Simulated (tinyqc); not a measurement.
Inside a calculation. Method: MP2 on RHF in the sto-3g basis, for HF, spin multiplicity 1. One step of it, computed by the program tinyqc.

Problem. Integrals over molecular orbitals. (pq|rs) = sum C_ip C_jq C_kr C_ls (ij|kl), one index at a time.

coefficients C:
```
              MO1        MO2        MO3       MO4        MO5        MO6
1F 1s    0.994922  -0.256481   0.058634  0.000000   0.000000   0.061073
1F 2s    0.020971   0.985215  -0.301890  0.000000   0.000000  -0.350008
1F 2px   0.000000   0.000000   0.000000  0.999164  -0.040885   0.000000
1F 2py   0.000000   0.000000   0.000000  0.040885   0.999164   0.000000
1F 2pz   0.001616   0.036884   0.686761  0.000000   0.000000  -0.782147
2H 1s   -0.003646   0.113035   0.580869  0.000000   0.000000   0.923672
```

core Hamiltonian H = T + V (hartree), lower triangle:
```
             1F 1s       1F 2s     1F 2px     1F 2py     1F 2pz      2H 1s
1F 1s   -40.486361
1F 2s    -9.499465  -10.964002
1F 2px    0.000000    0.000000  -8.639469
1F 2py    0.000000    0.000000   0.000000  -8.639469
1F 2pz   -0.009624   -0.119275   0.000000   0.000000  -8.705194
2H 1s    -1.148784   -2.672438   0.000000   0.000000  -1.880073  -4.547323
```

Two-electron integrals (ij|kl) in chemists' order, unique and non-zero (hartree):
```
(11|11) 5.403501   (21|11) 0.841920   (21|21) 0.156299   (22|11) 1.268028
(22|21) 0.292344   (22|22) 0.926167   (31|31) 0.027998   (32|31) 0.043169
(32|32) 0.204588   (33|11) 1.264502   (33|21) 0.292403   (33|22) 0.925959
(33|33) 0.997514   (41|41) 0.027998   (42|41) 0.043169   (42|42) 0.204588
(43|43) 0.053770   (44|11) 1.264502   (44|21) 0.292403   (44|22) 0.925959
(44|33) 0.889973   (44|44) 0.997514   (51|51) 0.027998   (52|51) 0.043169
(52|52) 0.204588   (53|53) 0.053770   (54|54) 0.053770   (55|11) 1.264502
(55|21) 0.292403   (55|22) 0.925959   (55|33) 0.889973   (55|44) 0.889973
(55|55) 0.997514   (61|11) 0.102198   (61|21) 0.018824   (61|22) 0.035027
(61|33) 0.034973   (61|44) 0.034973   (61|51) 0.000762   (61|52) 0.001437
(61|55) 0.035141   (61|61) 0.002290   (62|11) 0.274503   (62|21) 0.064204
(62|22) 0.228817   (62|33) 0.225386   (62|44) 0.225386   (62|51) 0.004371
(62|52) 0.034979   (62|55) 0.235453   (62|61) 0.007855   (62|62) 0.071232
(63|31) 0.006530   (63|32) 0.039418   (63|53) 0.007249   (63|63) 0.010271
(64|41) 0.006530   (64|42) 0.039418   (64|54) 0.007249   (64|64) 0.010271
(65|11) 0.193368   (65|21) 0.045786   (65|22) 0.174685   (65|33) 0.167361
(65|44) 0.167361   (65|51) 0.009246   (65|52) 0.064564   (65|55) 0.189132
(65|61) 0.005820   (65|62) 0.066801   (65|65) 0.072493   (66|11) 0.453183
(66|21) 0.107711   (66|22) 0.443707   (66|33) 0.429408   (66|44) 0.429408
(66|51) 0.008621   (66|52) 0.098444   (66|55) 0.471860   (66|61) 0.013240
(66|62) 0.182479   (66|65) 0.199341   (66|66) 0.774606
```

Give: one-electron integrals over orbitals h = C^T H C; Two-electron integrals over orbitals.

Solution.

one-electron integrals over orbitals h = C^T H C (hartree), lower triangle:
```
          1        2        3        4        5        6
1  -40.4688
2    0.7179  -9.1274
3   -0.1553   0.5279  -7.0344
4    0.0000   0.0000   0.0000  -8.6395
5    0.0000   0.0000   0.0000   0.0000  -8.6395
6   -0.1667   0.8986   2.1505   0.0000   0.0000  -6.0426
```

Two-electron integrals over orbitals (pq|rs), unique and non-zero (hartree):
```
(11|11) 5.3640    (21|11) -0.5177   (21|21) 0.0788    (22|11) 1.2243
(22|21) -0.0221   (22|22) 0.8665    (31|11) 0.1175    (31|21) -0.0171
(31|22) 0.0082    (31|31) 0.0187    (32|11) -0.1302   (32|21) 0.0060
(32|22) -0.0419   (32|31) 0.0207    (32|32) 0.1430    (33|11) 0.9183
(33|21) -0.0090   (33|22) 0.7116    (33|31) -0.0029   (33|32) -0.0224
(33|33) 0.7001    (41|41) 0.0296    (42|41) 0.0399    (42|42) 0.1873
(43|41) -0.0083   (43|42) -0.0324   (43|43) 0.0384    (44|11) 1.2640
(44|21) -0.0149   (44|22) 0.8905    (44|31) 0.0035    (44|32) -0.0713
(44|33) 0.6999    (44|44) 0.9975    (51|51) 0.0296    (52|51) 0.0399
(52|52) 0.1873    (53|51) -0.0083   (53|52) -0.0324   (53|53) 0.0384
(54|54) 0.0538    (55|11) 1.2640    (55|21) -0.0149   (55|22) 0.8905
(55|31) 0.0035    (55|32) -0.0713   (55|33) 0.6999    (55|44) 0.8900
(55|55) 0.9975    (61|11) 0.1234    (61|21) -0.0198   (61|22) 0.0023
(61|31) -0.0114   (61|32) -0.0239   (61|33) 0.0074    (61|44) 0.0035
(61|55) 0.0035    (61|61) 0.0214    (62|11) -0.1798   (62|21) 0.0045
(62|22) -0.0987   (62|31) -0.0200   (62|32) -0.0690   (62|33) -0.0251
(62|44) -0.0971   (62|55) -0.0971   (62|61) 0.0182    (62|62) 0.0923
(63|11) -0.4037   (63|21) 0.0068    (63|22) -0.2173   (63|31) 0.0017
(63|32) 0.0870    (63|33) -0.1015   (63|44) -0.2321   (63|55) -0.2321
(63|61) -0.0054   (63|62) 0.0430    (63|63) 0.2164    (64|41) -0.0080
(64|42) -0.0326   (64|43) -0.0205   (64|64) 0.0298    (65|51) -0.0080
(65|52) -0.0326   (65|53) -0.0205   (65|65) 0.0298    (66|11) 0.8541
(66|21) -0.0091   (66|22) 0.6515    (66|31) 0.0118    (66|32) 0.0531
(66|33) 0.6573    (66|44) 0.6328    (66|55) 0.6328    (66|61) -0.0081
(66|62) -0.0581   (66|63) -0.0227   (66|66) 0.6883
```
